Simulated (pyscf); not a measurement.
Optimised with ωB97X-D3(BJ)/def2-SVP in PySCF. Correlated levels are frozen-core, on RHF or UHF. ΔMP2 is the change of the MP2 total energy from the triple- to the quadruple-zeta basis.

Q: Estimate by transition-state theory (the high-pressure limit) the rate constant of F–Ge:–F [singlet] + H₂O -> HO–GeH(F)–F (singlet surface; H–O broken, Ge–O, Ge–H formed) at 600 K, with CCSD(T)/def2-TZVPP + ΔMP2(QZVPP) energies (ideal gas, 1 atm, RRHO with modes under 100 cm⁻¹ raised to 100, one conformer, R ln 2 for rigid chiral ones; no tunnelling).

A: The electronic barrier is 40.8 kcal/mol and the thermal terms add +17.6, so ΔG‡ = 58.4 kcal/mol. With k_BT/h = 1.25e+13 s⁻¹ and RT = 1.192 kcal/mol, and a volume of 8.18e-20 cm³ per molecule at 1 atm, k = 5.3e-28 cm³ molecule⁻¹ s⁻¹. The product is born with the 61 kcal/mol of the reverse barrier and needs collisions to keep. Wigner's tunnelling factor for 1501i cm⁻¹ would be 1.54, likely too low at so high a frequency. A shift of 1 kcal/mol in the barrier changes k by a factor 2.3. On the reactant side the descent ends in an adduct with a Ge–O contact (not fully relaxed), 16.0 kcal/mol under the separated species and 55.7 kcal/mol under the saddle at ωB97X-D3(BJ)/def2-TZVP. What is counted as formed (Ge–O) is already present as a longer contact in the reactant adduct; forming that adduct is a step of its own. This is the saddle that the search found; another between the same sides may lie lower. The CCSD(T) − MP2 part came from Ansatz, without density fitting, on the same reference. The frozen core leaves the outer d or s,p core shells of the metals and heavy elements correlated in the MP2 and CC values, and def2-TZVPP describes them poorly, which can shift differences by a few kcal/mol. Elements up to Kr have no core potential and no relativistic terms here.
